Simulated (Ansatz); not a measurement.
Reaction (SMILES): O=CO + C (CH4) -> C=O (CH2O) [formaldehyde] + CO (CH4O) [methanol]

Wanted: bond separation energy (enthalpy at 298 K), in kcal/mol. Terms: spin-orbit terms left out; six Cartesian d functions in 6-31G* and its kin unless marked 5d; non-relativistic; 6-311+G** with 5d; LANL2DZ all-electron up to Ne; valence correlation only. CBS marks a two-point X^-3 extrapolation of the correlation energy; Hartree-Fock from the larger set. First-principles rows: single points at B3LYP-D3(BJ) geometries (Ansatz, an electronic-structure program), with unscaled harmonic terms from B3LYP/6-31G* at its own minima.

Measured values: Active Thermochemical Tables 1.112 (ions: stationary electron), as tabulated in the package chemicals; G2/97 table in ASE (Curtiss et al.); they hold spin-orbit and core effects, anharmonicity and other conformers. 

Value to compare with, the measured value: 34.3 kcal/mol.

| level | program | bond separation energy (enthalpy at 298 K) (kcal/mol) | error |
|---|---|---|---|
| HF/STO-3G | Ansatz | 25.2 | -9.1 |
| HF/3-21G | Ansatz | 35.6 | 1.3 |
| HF/LANL2DZ | Ansatz | 27.5 | -6.8 |
| HF/6-31G* | Ansatz | 34.5 | 0.2 |
| HF/6-311+G** | Ansatz | 31.8 | -2.5 |
| CCSD(T)/CBS(cc-pVTZ,cc-pVQZ) | Ansatz | 33.9 | -0.4 |

Among the 5 habitual levels, HF/STO-3G lies farthest from the measured value (-9.1 kcal/mol) and HF/6-31G* nearest (0.2); 2 of 5 lie above it, and their mean absolute error is 4.0 kcal/mol, the median 2.5. One case shows no general order.

The sets are all those run for this method; runs whose electronic state is in doubt are left out.
